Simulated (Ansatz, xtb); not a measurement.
**Ranking isomers of C4H7Cl**

3 gas-phase structures of C4H7Cl, from a drawn sample of its isomers (lower ones may exist). Each was relaxed with GFN2-xTB:

A. `C[C@@H]1C[C@H]1Cl`, a singlet
B. `C[C@@H]1C[C@@H]1Cl`, a singlet
C. `CC1(Cl)CC1`, a singlet

Question: Which do you expect lowest at r2SCAN-D4/def2-SVP//GFN2-xTB, and how would the others follow?

Answer: Calculated order at r2SCAN-D4/def2-SVP//GFN2-xTB: C (0.0), B (1.8), A (2.0) kcal/mol. Less than 1 kcal/mol parts B and A, so the order within that pair means little.

Energies above the lowest of each column, in kcal/mol; the last columns are at r2SCAN-D4/def2-SVP geometries:

```csv
structure,GFN2-xTB,HF/STO-3G,r2SCAN-D4/def2-SVP//GFN2-xTB,r2SCAN-D4/def2-SVP,CCSD(T)/def2-SVP + ΔMP2/def2-TZVPP
C,0.0,0.0,0.0,0.0,0.0
B,2.2,1.2,1.8,1.7,2.2
A,1.7,0.6,2.0,1.9,1.8
```

Every level run on C puts it lowest or level with the lowest. CCSD(T)/def2-SVP + ΔMP2/def2-TZVPP orders those it was run on as C (0.0), A (1.8), B (2.2) kcal/mol. Less than 1 kcal/mol parts A and B, so the order within that pair means little. ΔMP2 is the change of the MP2 energy from the smaller to the larger basis.

Programs: Ansatz 0.2.0, xtb 6.7.1.
